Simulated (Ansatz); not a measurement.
Reaction (SMILES): PP (P2H4) + [H][H] (H2) → 2 P (PH3)
B3LYP-D3(BJ)/def2-TZVP geometries, fixed; electronic energies without zero-point terms.

Basis-set convergence of the energy of full hydrogenation at CCSD(T) with Ansatz (an electronic-structure program). Cartesian d functions, on some or all atoms, in 6-31G*, 6-31+G*, 6-311G**, 6-311+G**; all else is spherical. Cores are frozen. No added dispersion term, no relativity. Functions are those of the species that has most. Reference: Hartree-Fock in cc-pV(Q+d)Z plus the correlation part extrapolated as X^-3 from cc-pV(T+d)Z and cc-pV(Q+d)Z, -4.72 kcal/mol, itself unsure by roughly 0.21 kcal/mol (a third of the extrapolation step and of the last Hartree-Fock step). Deviations are taken from unrounded values.

```tsv
basis	functions	energy of full hydrogenation (kcal/mol)
6-31G*	46	-3.77
6-31+G*	54	-4.02
def2-SVP	56	-9.78
def2-SVPD	80	-9.23
pcseg-1	56	-8.33
aug-pcseg-1	90	-7.16
cc-pV(D+d)Z	66	-8.84
aug-cc-pV(D+d)Z	100	-8.05
6-311G**	78	-9.82
6-311+G**	86	-9.42
def2-TZVP	98	-5.23
def2-TZVPD	122	-4.90
pcseg-2	124	-7.32
aug-pcseg-2	192	-5.48
cc-pV(T+d)Z	134	-5.81
aug-cc-pV(T+d)Z	202	-5.45
def2-TZVPP	140	-6.10
def2-TZVPPD	164	-5.94
def2-QZVPP	260	-5.20
def2-QZVPPD	284	-5.18
```

What the diffuse functions change, pair by pair:
- 6-31G* to 6-31+G*: 8 more functions, deviation 0.95 to 0.70 kcal/mol
- def2-SVP to def2-SVPD: 24 more functions, deviation -5.06 to -4.51 kcal/mol
- pcseg-1 to aug-pcseg-1: 34 more functions, deviation -3.61 to -2.44 kcal/mol
- cc-pV(D+d)Z to aug-cc-pV(D+d)Z: 34 more functions, deviation -4.12 to -3.33 kcal/mol
- 6-311G** to 6-311+G**: 8 more functions, deviation -5.10 to -4.70 kcal/mol
- def2-TZVP to def2-TZVPD: 24 more functions, deviation -0.51 to -0.18 kcal/mol
- pcseg-2 to aug-pcseg-2: 68 more functions, deviation -2.60 to -0.76 kcal/mol
- cc-pV(T+d)Z to aug-cc-pV(T+d)Z: 68 more functions, deviation -1.09 to -0.73 kcal/mol
- def2-TZVPP to def2-TZVPPD: 24 more functions, deviation -1.38 to -1.22 kcal/mol
- def2-QZVPP to def2-QZVPPD: 24 more functions, deviation -0.48 to -0.46 kcal/mol

They bring the value nearer the reference by more than 0.21 kcal/mol in 8 of 10 pairs.
